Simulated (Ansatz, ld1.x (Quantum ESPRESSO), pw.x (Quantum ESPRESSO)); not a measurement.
# lithium (Li) (bcc): variants of one RRKJ potential in the solid

ld1.x (Quantum ESPRESSO) 7.5 input, shortened:

```
&input
   title='Li', zed=3., rel=1, dft='PW', iswitch=3,
   config='[He] 2s1 2p0'
 /
 &inputp
   pseudotype=2, tm=.false., lloc=0,
   nlcc=.true., new_core_ps=.true.
 /
2
2P  2  1   0.00   0.00  4.20  4.20  0.0
2S  1  0   1.00   0.00  2.90  2.90  0.0
 &test
   configts(1)='2s1 2p0'
 /
```

Crystal test: bcc Li in pw.x 7.5, no spin, 14³ k-points, Fermi–Dirac smearing 0.01 Ry, cutoffs set for each file from its atomic test. The reference is all-electron LAPW (Ansatz 0.2.0) with the same functional, mesh and smearing; V0 and B0 come from Birch–Murnaghan fits to the pressures at five volumes. Errors are pseudo minus all-electron; Δ is the rms difference of the E(V) curves that follow from these fits, minima aligned, over ±6 % about the mean V0. Mesh and smearing are coarse, so the numbers serve the comparison and aren't converged zero-temperature values; the lattice is a test structure that the element need not adopt.

All-electron: a0 = 3.366 Å (V0 = 19.06 Å³/atom), B0 = 15.0 GPa.

Base: The largest radius (4.20 bohr) exceeds half the bond length (2.76 bohr), so the spheres overlap, which is one possible source of error among others. This is a poor potential for the solid.

A dash in a converged row means that the minimum lies outside the volumes sampled.

```tsv
change	cutoffs (Ry)	pw.x	mean pressure error (GPa)
base	50/200	converged	-0.72
core correction Bessel-smoothed model core inside 1.10 bohr	50/200	converged	-0.71
core correction Bessel-smoothed model core inside 1.54 bohr	50/200	converged	-0.72
core correction Bessel-smoothed model core inside 2.64 bohr	50/200	converged	-1.08
core correction Bessel-smoothed model core inside 3.44 bohr	50/200	converged	-1.40
```

Give the row for: core correction Bessel-smoothed model core inside 2.04 bohr.

pw.x: converged; mean pressure error (GPa): -0.78.
